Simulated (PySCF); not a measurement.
# C4H4S (Thiophene): the cost of one run

Computed with PySCF 2.14.0 and routines of our own; the level stands in each step. Atoms count from 0.

### 1 The system as given

9 atoms, charge 0, multiplicity 1; geometry from: GFN2-xTB.

### 2 Geometry optimisation at B3LYP/6-31+G*

Job settings and geometry (Å):

```
{"job": {"xc": "B3LYP", "basis": "6-31+G*", "grid": 1, "kind": "geom"}, "charge": 0, "multiplicity": 1}
C     -0.745235    -0.654585    -0.012927
C      0.666940    -0.736630    -0.013657
C      1.257446     0.483923     0.004609
S      0.103597     1.758559     0.022667
C     -1.189894     0.626234     0.006180
H     -1.393330    -1.512461    -0.025164
H      1.211869    -1.663455    -0.027296
H      2.302529     0.721648     0.009087
H     -2.200360     0.982761     0.011321
```

Command:

```bash
OMP_NUM_THREADS=1 python excited_run.py task.json out
```

This one command runs all jobs of the session in turn.

**Question.** How long does this first job take on 1 thread of Arm Neoverse V1, shared host, and how much memory does it need?

About 12 s, with a peak of 0.52 GiB.
